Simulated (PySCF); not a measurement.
```yaml
atoms:
  - { symbol: O, position_ang: [0.0000, 0.0000, -0.5492] }
  - { symbol: O, position_ang: [0.0000, 0.0000, 0.5492] }
```

Basis set: cc-pVTZ (spherical functions). Correlated methods keep 2 orbitals frozen. Charge 0, multiplicity 1.

Starred EOM-CCSD(T)(a) on the restricted Hartree–Fock determinant with PySCF 2.14.0; the energies are vertical.

Question: The solver was asked for the few lowest roots only. Give the ionization energies of singlet O2 among them whose weight of singles is over 0.7.

Answer:

| root | energy (eV) | weight of singles |
| --- | --- | --- |
| 1 | 9.85 | 0.96 |
| 2 | 19.42 | 0.96 |

Higher main lines weren't sought. Caution: the closed shell is not the ground state.
